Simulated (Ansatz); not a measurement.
Ansatz (an electronic-structure program) input (HF/STO-3G):

Ansatz 0.2 input:
```yaml
crystal:
  periodic: [false, false, false]
  atoms:
    - {symbol: C, position_ang: [-0.00000000, -0.00000000, 0.00000000]}
    - {symbol: C, position_ang: [-0.00517784, -0.00003491, 1.30012584]}
    - {symbol: C, position_ang: [0.00517784, 0.00003491, -1.30012584]}
    - {symbol: H, position_ang: [-0.01084802, 0.92621741, 1.86315371]}
    - {symbol: H, position_ang: [-0.00399217, -0.92631746, 1.86313127]}
    - {symbol: H, position_ang: [0.93368018, 0.00347788, -1.85945350]}
    - {symbol: H, position_ang: [-0.91884000, -0.00337783, -1.86683148]}
basis:
  gaussian:
    orbitals: STO-3G
hamiltonian:
  xc: {name: HF}
relax: {f_tol: 0.003, max_steps: 120}
```

Output:

```
Functional definition: HF
integrals: 0.00 GiB planned
279 factors; integrals over basis functions are off by at most 1.0e-5 eV
mean field: 0.04 GiB planned
mean field evaluation 1: about -3113.0278 eV, gradient 1.1e1 eV
mean field evaluation 2: about -3113.0481 eV, gradient 1.1e1 eV
mean field evaluation 4: about -3113.5568 eV, gradient 8.1e-1 eV
mean field evaluation 8: about -3113.5582 eV, gradient 8.7e-6 eV
mean field -3113.55823264 eV, -114.4211546040 hartree, gradient 1.1e-5 eV, S^2 0.000000; 0 other end points of the search recorded, 0 dependent functions left out
the calculation of the forces begins
reference -3113.55823264 eV, -114.4211546040 hartree; 11, 11 occupied and 8, 8 virtual orbitals, 279 factors
relax step   1: F+E_penalty+E_count = -3113.55823264 eV  Δ(F+E_penalty+E_count) = +0.000e0 eV  max|allowed force component| = 1.126e0 eV/Å  Δτ_max = 0.0000 Å  (26 SCF iters, accepted)
these checks for a lower state are left out or cut short: starts, cluster_reference, orbital_swaps, neighbouring_geometries, increment
integrals: 0.00 GiB planned
279 factors; integrals over basis functions are off by at most 1.0e-5 eV
mean field: 0.04 GiB planned
mean field evaluation 16: about -3113.5729 eV, gradient 5.3e-6 eV
mean field -3113.57289905 eV, -114.4216935846 hartree, gradient 5.4e-6 eV, S^2 0.000000; 0 other end points of the search recorded, 0 dependent functions left out
the calculation of the forces begins
reference -3113.57289905 eV, -114.4216935846 hartree; 11, 11 occupied and 8, 8 virtual orbitals, 279 factors
relax step   2: F+E_penalty+E_count = -3113.57289905 eV  Δ(F+E_penalty+E_count) = -1.467e-2 eV  max|allowed force component| = 4.928e-2 eV/Å  Δτ_max = 0.0126 Å  (24 SCF iters, accepted)
these checks for a lower state are left out or cut short: starts, cluster_reference, orbital_swaps, neighbouring_geometries, increment
integrals: 0.00 GiB planned
279 factors; integrals over basis functions are off by at most 1.0e-5 eV
mean field: 0.04 GiB planned
mean field -3113.57349272 eV, -114.4217154015 hartree, gradient 5.4e-6 eV, S^2 0.000000; 0 other end points of the search recorded, 0 dependent functions left out
the calculation of the forces begins
reference -3113.57349272 eV, -114.4217154015 hartree; 11, 11 occupied and 8, 8 virtual orbitals, 279 factors
relax step   3: F+E_penalty+E_count = -3113.57349272 eV  Δ(F+E_penalty+E_count) = -5.937e-4 eV  max|allowed force component| = 2.059e-2 eV/Å  Δτ_max = 0.0041 Å  (26 SCF iters, accepted)
these checks for a lower state are left out or cut short: starts, cluster_reference, orbital_swaps, neighbouring_geometries, increment
integrals: 0.00 GiB planned
279 factors; integrals over basis functions are off by at most 1.0e-5 eV
mean field: 0.04 GiB planned
mean field evaluation 32: about -3113.5736 eV, gradient 5.4e-6 eV
mean field -3113.57355509 eV, -114.4217176936 hartree, gradient 5.4e-6 eV, S^2 0.000000; 0 other end points of the search recorded, 0 dependent functions left out
the calculation of the forces begins
reference -3113.57355509 eV, -114.4217176936 hartree; 11, 11 occupied and 8, 8 virtual orbitals, 279 factors
relax step   4: F+E_penalty+E_count = -3113.57355509 eV  Δ(F+E_penalty+E_count) = -6.237e-5 eV  max|allowed force component| = 9.102e-4 eV/Å  Δτ_max = 0.0018 Å  (24 SCF iters, accepted)
integrals: 0.00 GiB planned
279 factors; integrals over basis functions are off by at most 1.0e-5 eV
mean field: 0.04 GiB planned
mean field -3113.57355509 eV, -114.4217176936 hartree, gradient 5.4e-6 eV, S^2 0.000000; 1 other end points of the search recorded, 0 dependent functions left out
the calculation of the forces begins
reference -3113.57355509 eV, -114.4217176936 hartree; 11, 11 occupied and 8, 8 virtual orbitals, 279 factors
Total energy: -3113.57355509 eV, -114.4217176936 hartree
Atom 0 at    -0.000000     0.000000    -0.000000 Å, force    -0.000000    -0.000000     0.000000 eV/Å
Atom 1 at    -0.005129    -0.000035     1.287882 Å, force    -0.000004    -0.000000     0.000910 eV/Å
Atom 2 at     0.005129     0.000035    -1.287882 Å, force     0.000004     0.000000    -0.000910 eV/Å
Atom 3 at    -0.010810     0.918906     1.860418 Å, force     0.000003    -0.000480    -0.000363 eV/Å
Atom 4 at    -0.004008    -0.919006     1.860395 Å, force    -0.000000     0.000480    -0.000363 eV/Å
Atom 5 at     0.926358     0.003451    -1.856747 Å, force    -0.000481    -0.000002     0.000361 eV/Å
Atom 6 at    -0.911540    -0.003351    -1.864066 Å, force     0.000478     0.000002     0.000365 eV/Å
Dipole moment:     0.000000    -0.000000    -0.000000 e Å
```

The geometry given is a B3LYP-D3(BJ)/def2-TZVP minimum.
